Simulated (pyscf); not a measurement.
H₅FO₃Si₃ (SMILES F[SiH]1O[SiH2]O[SiH2]O1) + H₃C–F (SMILES CF) → H₆O₃Si₃ (SMILES O1[SiH2]O[SiH2]O[SiH2]1) + F–CH₂–F (SMILES FCF), a four-centre exchange (singlet surface; F–Si, C–H broken, H–Si, C–F formed). Optimised with ωB97X-D3(BJ)/def2-SVP in PySCF. Energies in kJ/mol from the separated reactants.

Small-basis levels: PySCF, no dispersion term, spherical d functions. 

Task: Quick B3LYP/6-31G* single points give ΔE‡ = 471.9 kJ/mol and ΔE = +200.3 kJ/mol. What does ωB97M-D3(BJ)/def2-TZVP give, and how far is the quick result from it?

Result: ωB97M-D3(BJ)/def2-TZVP gives ΔE‡ = 484.7 kJ/mol and ΔE = +209.4 kJ/mol. B3LYP/6-31G* lies 12.8 kJ/mol under it in the barrier and 9.1 kJ/mol under it in the reaction energy, so on this step it does not hold to within 12.6 kJ/mol. ωB97M-D3(BJ)/def2-TZVP has limits of its own. The same reactants have a lower exit, to •H₂C–F + H• + cyclic H₅FO₃Si₃ (SMILES F[SiH]1O[SiH2]O[SiH2]O1) (no saddle counted: cutting one bond costs +449.9 kJ/mol at ωB97M-D3(BJ), against +484.7 kJ/mol here). One saddle was located; it need not be the lowest between these sides.
